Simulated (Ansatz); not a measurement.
**BH₂− (triplet): from Hartree-Fock to the top rungs at distance B1–H2 = 1.098 Å, 6-31++G****

Aim: climb from Hartree-Fock through coupled cluster and multireference methods for BH₂− (triplet) at one geometry and basis, and see what each rung misses.

The runs use Ansatz 0.2.0, Gaussian basis; 6-31++G**, core rule «outside noble gas», up to 1 orbitals frozen.

To be run: UHF; CCSD(T) on ROHF; CCSD(T) on UHF; BCCD(T) on ROHF; CISD; CCSDT(Q) on ROHF; CCSDT(Q) on UHF; CASSCF and MRCISD+Q, 4 electrons in 4 orbitals; CASSCF and NEVPT2, 4 electrons in 4 orbitals; CASSCF and MRCISD+Q, 6 electrons in 6 orbitals; CASSCF and MRCISD+Q(relaxed), 6 electrons in 6 orbitals; CASSCF and NEVPT2, 6 electrons in 6 orbitals; Full CI.

16 further runs of the same task are left out: 3 for a known fault of the program, 13 that didn't finish.

## Step 1: The system

The geometry derives from a PBE0/def2-TZVPD stationary point (not a proven minimum). One bond is set to the value named and the two fragments are kept rigid.

3 atoms, charge -1, spin multiplicity 3.

Atoms are counted from 1 here; the program's logs count them from 0.

Bond lengths: B1–H2 1.098 Å, B1–H3 1.209 Å. Angles: H2–B1–H3 128.9°.

## Step 2: UHF

File in.yaml:

```yaml
crystal:
  periodic: [false, false, false]
  atoms:
    - {symbol: B, position_ang: [0.000000, -0.078131, -0.007879]}
    - {symbol: H, position_ang: [0.000000, 0.395065, -0.998682]}
    - {symbol: H, position_ang: [0.000000, 0.442953, 1.083194]}
basis:
  gaussian: {orbitals: "6-31++G**"}
total_charge: -1
magnetization: {spin_polarized: true, initial_magnetization: 2}
hamiltonian: {xc: hf}
output: {orbitals: {seedname: orbitals}}
```

Launch:

```
ansatz run in.yaml --threads 1 --pin off --events-out ev --progress --plain --max-ram 2393MiB
```

The runs that follow: CCSD(T) on ROHF; CCSD(T) on UHF; BCCD(T) on ROHF; CISD; CCSDT(Q) on ROHF; CCSDT(Q) on UHF; CASSCF and MRCISD+Q, 4 electrons in 4 orbitals; CASSCF and NEVPT2, 4 electrons in 4 orbitals; CASSCF and MRCISD+Q, 6 electrons in 6 orbitals; CASSCF and MRCISD+Q(relaxed), 6 electrons in 6 orbitals; CASSCF and NEVPT2, 6 electrons in 6 orbitals; Full CI.

Q: Predict the results of all the runs planned. Wanted: FCI from the RHF energy; RMP2 from FCI; UMP2 from FCI; RCCSD from FCI; RCCSD(T) from FCI; UCCSD(T) from FCI; RCCSDT(Q) from FCI; UCCSDT(Q) from FCI; NEVPT2 pair from FCI.

**Answer**, as computed:

```
                         quantity                                                                                                                          value
          FCI from the ROHF energy                                                                                                                     -2.8234 eV
                    RMP2 from FCI                                                                                                                     +566.7 meV
                    UMP2 from FCI                                                                                                                     +555.8 meV
                   RCCSD from FCI                                                                                                                      +75.0 meV
                RCCSD(T) from FCI                                                                                                                      +15.8 meV
                UCCSD(T) from FCI                                                                                                                      +15.5 meV
               RCCSDT(Q) from FCI                                                                                                                       +0.2 meV
               UCCSDT(Q) from FCI                                                                                                                       -0.3 meV
             NEVPT2 pair from FCI                                                                                                                     +605.6 meV
           MRCISD+Q pair from FCI                                                                                                                       +9.4 meV
          NEVPT2 valence from FCI                                                                                                                     +602.3 meV
levels within 1 kcal/mol (43 meV)  RCCSD(T), UCCSD(T), BCCD(T), RCCSDT, UCCSDT, RCCSDT(Q), UCCSDT(Q), MRCISD+Q pair, MRCISD+Q valence, MRCISD+Q(relaxed) valence
                    T1 diagnostic                                                                                                                          0.024
   effectively unpaired electrons                                                                                                                           2.02
```

What this shows: RCCSD(T) misses by +15.8 meV, 0.6 % of the correlation energy. MRCISD+Q(relaxed) valence falls below full CI: the +Q correction isn't variational, and the cores differ from full CI's. One determinant dominates. Of the multireference levels listed MRCISD+Q(relaxed) valence comes nearest in total energy (-2.3 meV), which doesn't show that its space is the better one. These misses are within one basis, not against nature; the frozen cores of restricted and unrestricted runs differ, which can shift their rows.

Levels on UHF freeze UHF's core orbitals, full CI those of ROHF, so the U rows can settle a little off it for that reason alone.

With open shells the CI space here admits some triples and quadruples, so it is larger than plain CISD.
